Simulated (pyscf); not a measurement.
Optimised with ωB97X-D3(BJ)/def2-SVP in PySCF.

Question: `[Au]` [doublet] + `[ClH]` → `[Cl][Au]` + `[H]` [doublet]
Surface: doublet. Broken: Cl–H. Formed: Au–Cl. Give ΔE‡ and ΔE from ωB97M-D3(BJ)/def2-TZVP, relative to the separated reactants.

Answer: ΔE‡ = 182.6 kJ/mol, ΔE = +170.6 kJ/mol. CCSD(T)/def2-TZVPP + ΔMP2(QZVPP) gives 171.8 kJ/mol and +163.6 kJ/mol. Zero-point energy shifts the barrier by -15.2 kJ/mol. It is an atom transfer, with an imaginary mode of 744i cm⁻¹. The products may also form a dative adduct at Cl–Au; it and routes through it were not searched. The angle at the transferred Cl is 179°. The CCSD(T) − MP2 part came from Ansatz, without density fitting, on the same reference. The frozen core leaves the outer d or s,p core shells of the metals and heavy elements correlated in the MP2 and CC values, and def2-TZVPP describes them poorly, which can shift differences by a few kcal/mol. Open-shell species with a d-block atom are single-reference here; other states, and whether the spin sits on metal or ligand, were not checked. Elements past Kr carry the def2 core potentials, without spin-orbit coupling.
